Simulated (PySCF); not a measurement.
hydroxide (HO), SMILES [OH-], charge -1. Atoms are numbered in the order given.

```xyz
2

O      0.0000     0.0000    -0.1071
H      0.0000     0.0000     0.8564
```
Charge -1, spin multiplicity 1.

Geometry: PBE0-D3(BJ)/def2-TZVPD.

Method: PySCF with SMD-M06-2X/def2-SVPD.

Solvation free energies are E(SMD) − E(gas) at the gas-phase geometry, for 1 M in both phases.

```csv
solvent,ΔG(solv) (kcal/mol),its non-electrostatic (CDS) part
water,-94.2,0.7
1-octanol,-81.5,1.3
chlorobenzene,-59.3,-0.7
```
